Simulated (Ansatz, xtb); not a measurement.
System: C$_{3}$H$_{5}$O, net charge 0, doublet state. It need not be the lowest isomer of its formula. SMILES: [CH2]C(C)=O
Coordinates optimised at B3LYP-D3(BJ)/def2-TZVP (Ansatz, a quantum-chemistry and plane-wave program):
```xyz
9

O     -0.3046     0.1976     1.3189
C     -0.0324     0.0695     0.1240
C      0.0638     1.2218    -0.7254
C      0.2080    -1.2952    -0.4880
H      0.1077    -2.0611     0.2771
H     -0.1067     2.1992    -0.2960
H      0.3011     1.1392    -1.7780
H      1.2069    -1.3481    -0.9274
H     -0.5087    -1.4869    -1.2902
```
Charge 0, spin multiplicity 2.

Harmonic wavenumbers from GFN2-xTB (xtb, at its own minimum), cm⁻¹: 94, 348, 378, 379, 505, 624, 865, 951, 979, 1036, 1246, 1371, 1382, 1454, 1460, 1573, 3024, 3029, 3065, 3107, 3161.

**Question.** Give the harmonic wavenumbers at B3LYP-D3(BJ)/def2-TZVP (Ansatz, finite differences of forces, unscaled).

**Answer.** 48, 359, 388, 507, 528, 760, 821, 929, 1028, 1069, 1271, 1393, 1459, 1476, 1477, 1587, 3036, 3089, 3144, 3148, 3260 cm⁻¹. Zero-point energy 44.0 kcal/mol.

**Question.** From these and the geometry, give the ideal-gas thermochemistry at 298.15 K and 1 atm (rigid rotor, harmonic oscillator).

**Answer.** Point group C1, rotational symmetry number 1. Rotational constants 10.99, 9.104, 5.136 GHz. S(trans) 38.05, S(rot) 23.95, S(vib) 9.07, S(elec, spin only) 1.38, S 72.4 cal/(mol K). H(298) - H(0) 3.78 kcal/mol; G - E(el) 26.2 kcal/mol.
